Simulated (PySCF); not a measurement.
# C6H12 (cyclohexane): the cost of one run

The runs use PySCF 2.14.0, with density-fitted response routines of our own; the level of theory stands in each step. All values are computed, except where a source is named. Atoms count from 0, in the outputs and in this text.

### Step 1. The molecule as given

18 atoms, charge 0, multiplicity 1; geometry from: MMFF94s. The atoms were then displaced at random by about 0.03 Å, so the start is not that level's minimum.

Bonds of the start (Å): C0–C1 1.45, C1–C2 1.50, C2–C3 1.45, C3–C4 1.64, C4–C5 1.56, C5–C0 1.50, C0–H6 1.09, C0–H7 1.18, C1–H8 1.09, C1–H9 1.13, C2–H10 1.05, C2–H11 1.19, C3–H12 1.00, C3–H13 1.14, C4–H14 1.12, C4–H15 1.02, C5–H16 1.10, C5–H17 1.10.

### Step 2. Optimising the geometry at PBE0-D3(BJ)/def2-SVP

What the job is given:

```
{"job": {"xc": "PBE0", "basis": "def2-SVP", "d3": "d3bj", "grid": 1, "shake": 0.03, "kind": "geom"}, "charge": 0, "multiplicity": 1}
C     -0.616040     1.050730    -0.656080
C      0.734250     1.247550    -0.154470
C      1.407470    -0.093080    -0.144790
C      0.776960    -1.120620     0.658040
C     -0.759720    -1.281170     0.116340
C     -1.479800     0.100580     0.111680
H     -0.625110     0.836630    -1.727030
H     -1.137350     2.113700    -0.624880
H      1.304040     1.978680    -0.720240
H      0.724090     1.678260     0.893450
H      1.590350    -0.450600    -1.119340
H      2.480170     0.037460     0.344860
H      1.098880    -2.066710     0.580940
H      0.603780    -0.834330     1.748770
H     -1.322870    -1.994750     0.779080
H     -0.733760    -1.643400    -0.840960
H     -1.611130     0.475200     1.139650
H     -2.490530    -0.017200    -0.307280
```

Launch:

```bash
$ OMP_NUM_THREADS=1 python probes_run.py task.json out
```

This one command runs all jobs of the session in turn.

**Question.** How long does this first job take on 1 thread of Arm Neoverse N1, shared host, and how much memory does it need?

About 1.9 min, with a peak of 0.57 GiB.
